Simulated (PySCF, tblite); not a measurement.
**Complex of borane and acetonitrile**

A gas-phase complex of borane and acetonitrile; neutral, singlet. The structure comes from a short search (6 tight-binding starts) and was relaxed by PBE0-D3(BJ)/def2-TZVPD; another way of binding may lie lower. No frequency run checks that it is a minimum.

```json
{"part": "1", "name": "borane", "SMILES": "B", "atoms": "1–4", "charge": "0", "multiplicity": "1"}
{"part": "2", "name": "acetonitrile", "SMILES": "CC#N", "atoms": "5–10", "charge": "0", "multiplicity": "1"}
```

| atom | part | x (Å) | y (Å) | z (Å) |
| --- | --- | --- | --- | --- |
| B1 | 1 | -0.055 | -0.025 | -0.236 |
| H2 | 1 | 0.025 | -0.367 | -1.395 |
| H3 | 1 | -0.445 | -0.910 | 0.493 |
| H4 | 1 | -0.666 | 1.011 | -0.091 |
| C5 | 2 | 3.804 | 0.790 | 0.961 |
| C6 | 2 | 2.453 | 0.504 | 0.542 |
| N7 | 2 | 1.384 | 0.277 | 0.210 |
| H8 | 2 | 4.098 | 0.106 | 1.759 |
| H9 | 2 | 4.487 | 0.670 | 0.118 |
| H10 | 2 | 3.869 | 1.816 | 1.328 |

```
contact  kind (by geometry)  distance (Å)  angle (°)
B1···N7                bond         1.537          -
```

The parts are joined by the bond B1–N7, so these are energies of forming such bonds; deforming the relaxed parts to their shape in the adduct costs 14.5 kcal/mol, which the interaction energies leave out.

Interaction energies are complex less parts, with the parts frozen as they stand in it; counterpoise-corrected, in kcal/mol (PySCF). The CCSD(T) estimate is Hartree-Fock/aug-cc-pVQZ, plus the MP2 correlation part extrapolated as X⁻³ from aug-cc-pVTZ and aug-cc-pVQZ, plus CCSD(T) less MP2 in aug-cc-pVDZ; noble-gas cores are frozen. It isn't the exact limit.

```csv
level,interaction,superposition error removed
Hartree-Fock/aug-cc-pVQZ,-23.22,-
wB97M-D3(BJ)/def2-TZVPD,-36.30,-0.19
PBE0-D3(BJ)/def2-TZVPD,-42.50,-0.19
MP2/aug-cc-pVQZ,-37.45,-0.66
```

What does CCSD(T) at its estimated basis limit give, and which of these levels comes nearest?

-35.52 kcal/mol. wB97M-D3(BJ)/def2-TZVPD is nearest, off by -0.79; the errors are Hartree-Fock/aug-cc-pVQZ +12.30, wB97M-D3(BJ)/def2-TZVPD -0.79, PBE0-D3(BJ)/def2-TZVPD -6.98, MP2/aug-cc-pVQZ -1.94.

What holds them together? Decompose the wB97M-D3(BJ)/def2-TZVPD energy: frozen parts, their antisymmetrised product, then relaxation.

electrostatic -71.1, Pauli repulsion +124.4, orbital relaxation -88.2, dispersion correction -1.5 kcal/mol, which sum to the value before the counterpoise correction; the Pauli term holds the exchange-correlation of the frozen density too. Of the attraction, 55 % is orbital relaxation, 44 % is electrostatic, 1 % is dispersion correction.

The parts were also relaxed and run alone, at the levels used for the complex: shieldings by PBE0/pcSseg-2; core levels by delta-SCF with SCAN, pcX-2 on the ionised atom and pcseg-1 elsewhere, spin-free X2C.

Values alone: shielding of B1 (ppm): 2.7; shielding of N7 (ppm): -34.6; B1 1s core level (eV): 197.47; C6 1s core level (eV): 292.62; N7 1s core level (eV): 405.32.

How do these values change when the complex forms?


```
             property   alone  in the complex  change
shielding of B1 (ppm)     2.7           136.0  +133.2
shielding of N7 (ppm)   -34.6            26.9   +61.6
B1 1s core level (eV)  197.47          193.82   -3.65
C6 1s core level (eV)  292.62          293.00   +0.38
N7 1s core level (eV)  405.32          406.92   +1.60
```

The core-hole states of C6, N7 are spin-contaminated (⟨S²⟩ 0.83, 0.82 against 0.75 for a pure doublet), so those values and differences from them are less sure.

The 5 runs behind this took 10 min in all, one thread each of Arm Neoverse V1 on a shared host, launched as `OMP_NUM_THREADS=1 python cluster_run.py task.json out`.
